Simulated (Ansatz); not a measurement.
System: hcp Tc. Method: rVV10 (plane waves, PAW; Ansatz, a program for electronic structure).

Run with plane-wave cutoff 520 eV, 24×24×12 k mesh (along the axes of the cell as run), Fermi–Dirac smearing 0.05 eV, no spin polarisation, scalar-relativistic PAW data made under PBE.

Shape and atoms are relaxed at each volume.

Pressure at four volumes; x = ln(V/14.795 Å³). One pressure is withheld.

```tsv
V (Å³/atom)	x	P (GPa)
14.203	-0.0408	?
14.499	-0.0202	6.08
14.795	0.0000	0.00
15.387	0.0392	-10.32
```

### Question
Pass a parabola P(x) through the three rows shown, estimate the bulk modulus and its pressure derivative near zero pressure, and predict the withheld pressure.

### Answer
Slopes between the rows: (0.00 − (6.08))/(0.0000 − (-0.0202)) = -300.99 and (-10.32 − (0.00))/(0.0392 − (0.0000)) = -263.27 GPa. Their difference over the span 0.0594 is c = 37.72/0.0594 = 635.0 GPa, so P(x) = 6.08 + (-300.99)(x − (-0.0202)) + 635.0 (x − (-0.0202))(x − (0.0000)). At the middle row B = −dP/dx = −[-300.99 + 635.0 × 0.0202] = 288.2 GPa, and B′ = dB/dP = 2c/B = 4.4. At x = -0.0408 the parabola gives 12.81 GPa; the run gives 12.88 GPa. The Birch–Murnaghan fit to the energies at all volumes has B0 = 288 GPa and B′ = 4.6.

Measured, for comparison: bulk modulus 303 GPa (zero-point energy and finite temperature contributions removed; as tabulated in doi:10.1021/acs.jctc.3c00612). Computed (rounded) less measured: bulk modulus -5 %.

Note: the bulk modulus comes from volumes at which shape and atoms were relaxed.
